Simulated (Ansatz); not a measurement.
A nudged elastic band was laid between two geometries of BFH5N (8 atoms, charge 0, multiplicity 1).

The calculation used Ansatz, RKS PBE0-D4/def2-SVP.

```
movable images  : 7
climbing image  : yes
spring          : 5.0 eV/Å²
optimiser       : quadratic models (default)
start path      : straight line
force threshold : 0.05 eV/Å
iteration limit : 60
end points      : relaxed
```

Image 0:

```xyz
8
Properties=species:S:1:pos:R:3
B 0.032 -0.136 0.172
F 0.220 0.662 1.296
H 0.974 -0.135 -0.618
H -1.080 -0.042 -0.342
N 0.043 -1.673 0.792
H -0.133 -2.364 0.062
H 0.945 -1.882 1.225
H -0.678 -1.769 1.509
```

Image 8:

```xyz
8
Properties=species:S:1:pos:R:3
B 0.127 -0.607 -0.386
F -0.428 0.263 2.315
H 1.136 0.029 -0.565
H -0.931 -0.309 -0.881
N 0.184 -1.736 0.447
H -0.596 -2.376 0.551
H 1.058 -2.106 0.805
H -0.227 -0.498 1.812
```

**Question.** What changes between the two ends?

**Answer.** Bonds broken: B1–F2, N5–H8. Bonds formed: F2–H8. BFH5N becomes BH4N + FH.

**Question.** What energy profile does the band end with?

**Answer.** It converged. The highest image is number 6 of 0 to 8, 1.34 eV above the first end and 0.35 eV above the last; the last end lies 0.99 eV above the first. Another band between the same ends (7 images) ends at a top of the same energy, where a vibrational analysis finds 1 clearly imaginary mode. The orbitals stay closed-shell, which can raise the energy where a bond breaks towards radicals; this wasn't checked here.

| image | path coordinate (Å) | energy (eV) | B1–F2 (Å) | N5–H8 (Å) | F2–H8 (Å) |
| --- | --- | --- | --- | --- | --- |
| 0 | 0.00 | 0.00 | 1.39 | 1.02 | 2.60 |
| 1 | 0.37 | 0.02 | 1.39 | 1.02 | 2.46 |
| 2 | 0.75 | 0.04 | 1.39 | 1.02 | 2.35 |
| 3 | 1.12 | 0.06 | 1.40 | 1.02 | 2.26 |
| 4 | 1.49 | 0.19 | 1.42 | 1.03 | 1.86 |
| 5 | 1.87 | 0.80 | 1.55 | 1.13 | 1.40 |
| 6 | 2.24 | 1.34 | 1.79 | 1.44 | 1.06 |
| 7 | 2.77 | 1.07 | 2.39 | 1.80 | 0.94 |
| 8 | 3.31 | 0.99 | 2.89 | 1.89 | 0.93 |

**Question.** What is the geometry of the highest image?

**Answer.** 
```xyz
8
Properties=species:S:1:pos:R:3:forces:R:3
B 0.031 -0.401 -0.014 0.00 0.01 0.00
F -0.351 0.257 1.603 0.00 -0.01 0.00
H 1.060 0.154 -0.313 0.00 0.00 0.00
H -0.984 -0.221 -0.642 0.00 0.00 0.00
N 0.169 -1.743 0.653 -0.01 0.00 0.01
H -0.528 -2.450 0.443 0.00 0.00 0.00
H 1.096 -2.155 0.703 0.00 0.00 0.00
H -0.170 -0.780 1.664 0.00 0.00 -0.01
```

The run took 3.3 min on 1 thread of Arm Neoverse V1 (shared host), peak memory 0.13 GiB.
